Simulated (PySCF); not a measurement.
## Spin-Hamiltonian simulation

Molecule: `InChI=1S/C4H3N/c1-2-4-3-5-4/h1,3-4H/t4-/m1/s1`.

Geometry:
```json
{"atom": "C1", "x (Å)": "1.962", "y (Å)": "0.754", "z (Å)": "0.270"}
{"atom": "C2", "x (Å)": "0.944", "y (Å)": "0.137", "z (Å)": "0.046"}
{"atom": "C3", "x (Å)": "-0.256", "y (Å)": "-0.604", "z (Å)": "-0.244"}
{"atom": "C4", "x (Å)": "-1.580", "y (Å)": "-0.036", "z (Å)": "-0.052"}
{"atom": "N5", "x (Å)": "-1.282", "y (Å)": "-0.818", "z (Å)": "0.873"}
{"atom": "H6", "x (Å)": "2.865", "y (Å)": "1.299", "z (Å)": "0.476"}
{"atom": "H7", "x (Å)": "-0.126", "y (Å)": "-1.449", "z (Å)": "-0.932"}
{"atom": "H8", "x (Å)": "-2.388", "y (Å)": "0.631", "z (Å)": "-0.364"}
```

[PySCF 2.14.0 with density-fitted response routines: NMR shieldings at B97-2/pcSseg-2/GIAO; geometry from PBE0-D3(BJ)/def2-SVP; couplings computed with B3LYP/pcJ-1; non-relativistic Hamiltonian; one conformer; no solvent]

Referencing at the same level of theory: ¹H (31.36 ppm) vs TMS.

Shifts (ppm): H6 1.48, H7 2.21, H8 9.87.
Couplings (Hz): H6–H7: -2.4; H6–H8: -1.3; H7–H8: -2.6.

The 3-spin Hamiltonian (Zeeman plus full scalar coupling among like nuclei) was diagonalised exactly; lines are Lorentzian, 1.0 Hz wide, and the maxima above 3 % are listed with the tallest set to 100.

Task: Give the ¹H peak list of this spin system at 80 MHz.

Result: 
Hz from δ = 0 (height): 791.6 (59), 790.2 (65), 789.0 (65), 787.7 (60), 179.3 (53), 176.9 (100), 174.4 (56), 120.2 (62), 118.9 (69), 117.9 (65), 116.6 (57)

Task: And at 500 MHz?

Result: 
δ in ppm (height): 9.874 (59), 9.871 (65), 9.869 (65), 9.866 (59), 2.215 (54), 2.210 (100), 2.205 (55), 1.484 (60), 1.481 (67), 1.479 (67), 1.476 (59)

Task: Among coupled protons with different shifts, which pair is furthest from first order, and how does the field change that?

Result: H6 and H7: Δν/J is about 24.3 at 80 MHz (close to first order) and 152.1 at 500 MHz (close to first order). J in Hz doesn't depend on the field, while Δν in Hz grows in proportion to it.

Unscaled 3J(H,H) at this level run about 10 % above measured values.
